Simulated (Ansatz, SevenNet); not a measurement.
# Elastic constant C11 of rock-salt SnTe (cubic form, which distorts at low temperature): levels of theory against measurement

Reference value: 109 GPa (measured, temperature not stated, no zero-point or thermal correction; as tabulated in Oses et al. (2018), arXiv:1811.08464).

```json
[
 {"level (code)": "SevenNet-l3i5", "value (GPa)": "107", "cell (Å³/atom)": "32.96"},
 {"level (code)": "LDA (Ansatz)", "value (GPa)": "…", "cell (Å³/atom)": "30.30"},
 {"level (code)": "PBE (Ansatz)", "value (GPa)": "115", "cell (Å³/atom)": "32.93"},
 {"level (code)": "PBE+SOC (Ansatz)", "value (GPa)": "113", "cell (Å³/atom)": "32.91"},
 {"level (code)": "PBEsol+SOC (Ansatz)", "value (GPa)": "…", "cell (Å³/atom)": "31.09"},
 {"level (code)": "r²SCAN (Ansatz)", "value (GPa)": "126", "cell (Å³/atom)": "32.33"},
 {"level (code)": "HSE06 (Ansatz)", "value (GPa)": "127", "cell (Å³/atom)": "32.16"}
]
```

Question: Fill in the missing entries.

Answer: 
- LDA (Ansatz, a quantum-chemistry and plane-wave program), value (GPa): 147
- PBEsol+SOC (Ansatz), value (GPa): 134

Differences against the reference: SevenNet-l3i5 -1.8 %, LDA +35 %, PBE +5.5 %, PBE+SOC +3.7 %, PBEsol+SOC +23 %, r²SCAN +15.6 %, HSE06 +16.5 %.

The reference's temperature isn't stated, so close values are not ranked against it.

The measured value isn't corrected to a static lattice, so vibrations enter the comparison. A static lattice is as a rule stiffer than a warm one, by over a tenth in soft solids.  LDA, PBE, PBE+SOC, PBEsol+SOC, r²SCAN, HSE06: symmetry holds this phase in the static calculation, where it need not be a minimum. PBE: the solid has no gap at this level, which affects its response. Each level is taken at its own relaxed cell. Cutoffs and k meshes differ between the levels. Ansatz's density-functional and Hartree–Fock values are scalar-relativistic unless marked +SOC, with PAW data made under PBE.

Machine-learned potentials (SevenNet-l3i5) are trained on DFT data: a solid inside that data is no test of them.

Differences are worked out from the printed values.
